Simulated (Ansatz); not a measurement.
Input for Ansatz (development build ahead of 0.2.0):

```yaml
crystal:
  periodic: [false, false, false]
  atoms:
    - { symbol: C, position_ang: [-0.01742, 0.01678, -0.64254] }
    - { symbol: O, position_ang: [-0.03997, -0.03844, 0.76071] }
    - { symbol: H, position_ang: [-0.01227, -1.0215, -1.02219] }
    - { symbol: H, position_ang: [-0.87633, 0.4428, -1.03479] }
    - { symbol: H, position_ang: [0.90094, 0.46738, -1.12474] }
    - { symbol: H, position_ang: [-0.01352, 0.87448, 1.10483] }
basis:
  gaussian: { orbitals: STO-3G }
hamiltonian:
  xc: hf
correlation:
  method: mp2
  frozen_orbitals: { C: 1, H: 0, O: 1 }
```

The input is written out in the form of the current development build from the run's settings.

The run gave:

```
Converged                       : yes
Reference energy                : -113.54135 hartree
Correlation energy              : -0.08745 hartree
Total energy                    : -113.62880 hartree
Spin squared of the determinant : 0.000
```
